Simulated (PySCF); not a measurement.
C3H6NO (doublet state).
Geometry (GFN2-xTB, Å), atoms numbered from 1 in this order:
```
atom  x, y, z in Å
C1    -1.3153    0.0224   -0.4555
C2    -0.1898    0.0833    0.5663
N3     1.0899    0.4162   -0.0765
C4     2.1540   -0.3532   -0.1071
O5     2.4043   -1.4336    0.3617
H6    -2.2502   -0.2331    0.0365
H7    -1.4376    0.9844   -0.9499
H8    -1.1014   -0.7320   -1.2088
H9    -0.0534   -0.8840    1.0520
H10   -0.4053    0.8382    1.3292
H11    1.1104    1.2940   -0.5738
```

The hyperfine couplings belong to this conformer and change with its torsions.

As a line formula: `CCN[C]=O` [radical].

Theory: UKS B3LYP, pcH-1 on C H N O, non-relativistic, mean-field spin-orbit, GIAO (PySCF). One conformer (not necessarily the lowest) at the GFN2-xTB geometry, without solvent, vibrations or thermal averaging. The geometry wasn't refined by DFT: couplings that depend on bond lengths, twists or pyramidal angles can differ widely from those at the functional's own minimum. No stability test was run, so a lower SCF solution isn't excluded.

Q: Break the g tensor into its mass correction, gauge correction and orbital-Zeeman/spin–orbit terms.

A: 
| Δg (ppm) | 1 | 2 | 3 |
| --- | --- | --- | --- |
| relativistic mass correction | -235 | -235 | -235 |
| gauge correction | 47 | 18 | -94 |
| orbital Zeeman/spin–orbit | -3294 | -205 | 2371 |
| total | -3482 | -423 | 2042 |

So g = 1.99884, 2.00190, 2.00436 and g_iso = 2.00170; the tensor is rhombic: the two nearest values differ by 45 % of g3 − g1. 

Q: Average each term over the three axes. Which is largest in size?

A: The orbital-Zeeman/spin–orbit term -376, the mass correction -235 and the gauge correction -10 ppm, for a total of -621 ppm. The orbital-Zeeman/spin–orbit term is the largest in size. The mass correction is the same along every axis, so the anisotropy comes from the other two: their spans along these axes are 141 (gauge) and 5665 ppm (orbital Zeeman/spin–orbit).

Q: At 9.363 GHz, how far is the centre of the isotropic spectrum from where a free electron (g = 2.002319) resonates?

A: B = hν/(g μB) with μB/h = 13.99624 MHz/mT gives 334.10 mT for the free electron and 334.20 mT at g_iso, 0.10 mT higher.

Q: What effective moment and Curie constant follow for a powder?

A: With the mean of g² = 4.0068 and S(S+1) = 0.75: μ_eff = √(⟨g²⟩S(S+1)) = 1.734 μB and χT = 0.12505·⟨g²⟩·S(S+1) = 0.376 cm³ K/mol (cgs; spin-Hamiltonian part alone).

Q: In a frozen sample, at which fields do the three g values resonate at 9.5, 34, 94 and 263 GHz (hyperfine left aside), and which band first spreads them over more than twice a line width of 0.3 mT?

A: 
```json
{"band": "X", "GHz": "9.5", "B(g3) mT": "338.64", "B(g2) mT": "339.06", "B(g1) mT": "339.57", "spread mT": "0.94"}
{"band": "Q", "GHz": "34.0", "B(g3) mT": "1211.97", "B(g2) mT": "1213.46", "B(g1) mT": "1215.32", "spread mT": "3.35"}
{"band": "W", "GHz": "94.0", "B(g3) mT": "3350.74", "B(g2) mT": "3354.86", "B(g1) mT": "3360.00", "spread mT": "9.26"}
{"band": "J", "GHz": "263.0", "B(g3) mT": "9374.93", "B(g2) mT": "9386.48", "B(g1) mT": "9400.84", "spread mT": "25.91"}
```

The spread grows in proportion to the frequency. X band is the first where it exceeds 0.6 mT.

The largest Mulliken spin populations are on C4 (+0.67), O5 (+0.28) and C2 (+0.07).

The HOMO–LUMO gaps are 6.00 eV among the α and 6.11 eV among the β orbitals.

The run took 52 s wall (with the writing of density and orbital grids) on AMD EPYC, one thread, on a shared host, and the process peaked at 0.64 GiB of memory.
